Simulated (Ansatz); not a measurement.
Zinc-blende BP, treated with PBE-D3(BJ) in Ansatz (PAW).

Total energies, extrapolated to zero smearing (they compare only within this program, potentials and cutoff; free atoms with spin allowed, lowest state found):

| system | energy (eV/atom) |
|---|---|
| zinc-blende BP, relaxed | -456.5503 |
| free B atom | -149.6668 |
| free P atom | -752.1991 |

### Question
Work out the cohesive energy per atom.

### Answer
E_coh = [1 × (-149.6668) + 1 × (-752.1991)]/2 − (-456.5503) = 5.62 eV/atom. The reference value is 5.14 eV/atom (measured, static lattice: zero-point vibration energy added, our sources range from 5.14 to 5.20; as tabulated in Mejia-Rodriguez and Trickey (2018), arXiv:1807.09216), a difference of +0.48 eV/atom.

The PAW data were made under PBE.

Ansatz is a program for electronic structure.
